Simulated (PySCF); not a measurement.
Method: M06-2X/def2-TZVP // B3LYP-D3(BJ)/def2-TZVP (PySCF). Gas-phase values, no solvent. 

Reference species (SMILES): `O` (neutral, multiplicity 1).

```json
{
 "dipole_moment": "2.10 D"
}
```

Changed species: `CO` (whole molecule; the reference has whole molecule).

Problem. What does the change do to the dipole moment?

Solution. the dipole moment falls by 0.35 D, to 1.75 D.
